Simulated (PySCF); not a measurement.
# CH3F (fluoromethane): r2SCAN/STO-6G

Aim: the vertical ionisation energy of CH3F (fluoromethane) at r2SCAN/STO-6G, from 2 runs. The job is set up through a Python script.

Program for the calculation: PySCF 2.14.0.

8 further runs of the same task are left out: 1 that didn't finish, 7 set aside as unsound or not needed.

### Step 1. The system as given

CH3F has 5 atoms, charge 0, and is taken as a singlet. As SMILES, `CF`. The coordinates come from a PBE0-D4/def2-TZVP relaxation.

Bond lengths: C1–F2 1.376 Å, C1–H3 1.092 Å, C1–H4 1.092 Å, C1–H5 1.092 Å. Angles: F2–C1–H3 109.1°, F2–C1–H4 109.1°, F2–C1–H5 109.1°, H3–C1–H4 109.9°, H3–C1–H5 109.9°, H4–C1–H5 109.9°.

### Step 2. The energy at r2SCAN/STO-6G

Input file job.py:

```python
from pyscf import gto, dft

system = gto.M(
    atom='''
C       -0.050700       0.032900       0.007800
F        1.094100      -0.710500      -0.168600
H       -0.918700      -0.626900      -0.058000
H       -0.104800       0.796000      -0.772000
H       -0.019800       0.508500       0.990700
''',
    max_memory=1860,
    verbose=3,
    basis='sto-6g',
)

ks = dft.RKS(system, xc='r2scan')
ks.conv_tol = 1e-10
ks.grids.level = 5
ks.kernel()
if not ks.converged:
    ks = ks.newton().run(ks.mo_coeff, ks.mo_occ)

energy = ks.e_tot
print('Final energy', energy)
```

On the command line:

```console
$ OMP_NUM_THREADS=1 python job.py
```

Output:

```text
converged SCF energy = -139.070584722107
Final energy -139.07058472210733
```

Run time: 2.7 s. Hardware: 1 thread of Arm Neoverse V1, shared host; peak memory 0.17 GiB.

### Step 3. The doublet cation at the same level

Input file job.py:

```python
from pyscf import gto, dft

mol = gto.M(
    atom=[
    ('C', (-0.050700, 0.032900, 0.007800)),
    ('F', (1.094100, -0.710500, -0.168600)),
    ('H', (-0.918700, -0.626900, -0.058000)),
    ('H', (-0.104800, 0.796000, -0.772000)),
    ('H', (-0.019800, 0.508500, 0.990700)),
],
    spin=1,
    charge=1,
    max_memory=1860,
    verbose=3,
    basis='sto-6g',
)

mf = dft.UKS(mol)
mf.xc = 'r2scan'
mf.grids.level = 5
mf.conv_tol = 1e-10
mf.kernel()
if not mf.converged:
    mf = mf.newton().run(mf.mo_coeff, mf.mo_occ)

etot = mf.e_tot
print('Final energy', etot)
```

On the command line:

```console
$ OMP_NUM_THREADS=1 python job.py
```

Output:

```text
converged SCF energy = -138.693392882291  <S^2> = 0.75192074  2S+1 = 2.0019198
Final energy -138.693392882291
```

Wall time 11 s (1 thread of Arm Neoverse V1, shared host); peak memory 0.19 GiB.

### Step 4. What came out

Level: r2SCAN/STO-6G.

| quantity | value |
| --- | --- |
| singlet CH3F: total energy | -139.07058 Eh |
| singlet CH3F: dipole moment | 0.97 D |
| singlet CH3F: HOMO energy | -3.70 eV |
| singlet CH3F: LUMO energy | 7.76 eV |
| singlet CH3F: HOMO–LUMO gap | 11.47 eV |
| doublet cation: total energy | -138.69339 Eh |
| doublet cation: HOMO energy (highest over α and β) | -17.00 eV |
| doublet cation: LUMO energy (lowest over α and β) | -16.14 eV |
| doublet cation: ⟨S²⟩ | 0.752 |
| vertical ionisation energy (to the doublet cation) | 10.264 eV |

**Reading.** The vertical ionisation energy comes to 10.26 eV (237 kcal/mol). −ε(HOMO) before ionisation, 3.70 eV, is 6.56 eV below this ionisation energy. In a minimal basis such a difference can be off by several eV, whatever the method. Mulliken charges (singlet CH3F) run from -0.13 on C1 to +0.08 on H3. Mulliken charges (doublet cation) run from -0.10 on C1 to +0.32 on F2; they depend strongly on the basis.
